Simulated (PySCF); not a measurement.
C₄H₆N₂.
Numbering: `[CH3:1][n:2]1[cH:3][cH:4][cH:5][n:6]1` (hydrogens: H7, H8, H9 on C1; H10 on C3; H11 on C4; H12 on C5)

The same species was optimised twice, with GFN2-xTB and with PBE0-D3(BJ)/def2-SVP (PySCF), and the same property calculations (PySCF, gas phase) were run on both structures.

| coordinate | GFN2-xTB | PBE0-D3(BJ)/def2-SVP | change |
| --- | --- | --- | --- |
| C4–C5 (Å) | 1.401 | 1.411 | +0.010 |
| N2–C3 (Å) | 1.348 | 1.355 | +0.007 |
| C5–N6 (Å) | 1.319 | 1.326 | +0.007 |
| C3–C4 (Å) | 1.376 | 1.382 | +0.006 |
| C1–N2 (Å) | 1.434 | 1.438 | +0.004 |
| N2–N6 (Å) | 1.328 | 1.330 | +0.002 |
| C1–N2–N6 (°) | 120.7 | 119.7 | -1.0 |
| C3–N2–N6 (°) | 111.7 | 112.6 | +0.9 |
| N2–N6–C5 (°) | 106.1 | 105.3 | -0.8 |
| C4–C5–N6 (°) | 110.9 | 111.5 | +0.6 |
| C3–C4–C5 (°) | 104.4 | 104.0 | -0.4 |
| N2–C3–C4 (°) | 106.9 | 106.6 | -0.3 |
| C1–N2–C3 (°) | 127.6 | 127.7 | +0.1 |

Rotational constants: A = 9200, B = 3769, C = 2719 MHz (GFN2-xTB) against A = 9045, B = 3756, C = 2700 MHz (PBE0-D3(BJ)/def2-SVP).

On the GFN2-xTB structure: HOMO (eV) -7.09 [PBE0/pcSseg-1]; LUMO (eV) 0.55 [PBE0/pcSseg-1]; dipole (D) 2.37 [PBE0/pcSseg-1]; GIAO shielding of C1 (ppm) 147.4 [PBE0/pcSseg-1]; GIAO shielding of N2 (ppm) 42.3 [PBE0/pcSseg-1]; GIAO shielding of C3 (ppm) 55.2 [PBE0/pcSseg-1]; GIAO shielding of C4 (ppm) 74.1 [PBE0/pcSseg-1]; GIAO shielding of C5 (ppm) 45.9 [PBE0/pcSseg-1]; GIAO shielding of N6 (ppm) -84.3 [PBE0/pcSseg-1].

Question: What do these properties become on the PBE0-D3(BJ)/def2-SVP structure?

Answer: 
| property | level | on GFN2-xTB | on PBE0-D3(BJ)/def2-SVP | change |
| --- | --- | --- | --- | --- |
| HOMO (eV) | PBE0/pcSseg-1 | -7.09 | -7.05 | +0.04 |
| LUMO (eV) | PBE0/pcSseg-1 | 0.55 | 0.53 | -0.02 |
| dipole (D) | PBE0/pcSseg-1 | 2.37 | 2.42 | +0.05 |
| energy, GFN2-xTB geometry as zero (kcal/mol) | PBE0/pcSseg-1 | 0.0 | -0.5 | -0.5 |
| GIAO shielding of C1 (ppm) | PBE0/pcSseg-1 | 147.4 | 145.5 | -1.9 |
| GIAO shielding of N2 (ppm) | PBE0/pcSseg-1 | 42.3 | 39.6 | -2.7 |
| GIAO shielding of C3 (ppm) | PBE0/pcSseg-1 | 55.2 | 51.6 | -3.6 |
| GIAO shielding of C4 (ppm) | PBE0/pcSseg-1 | 74.1 | 74.5 | +0.4 |
| GIAO shielding of C5 (ppm) | PBE0/pcSseg-1 | 45.9 | 40.9 | -5.0 |
| GIAO shielding of N6 (ppm) | PBE0/pcSseg-1 | -84.3 | -80.9 | +3.4 |

The heavy atoms differ by 0.011 Å rms after alignment. Among the bonds compared C4–C5 changes most (+0.010 Å). Changes are differences of the printed values. Neither structure is proved a minimum here.
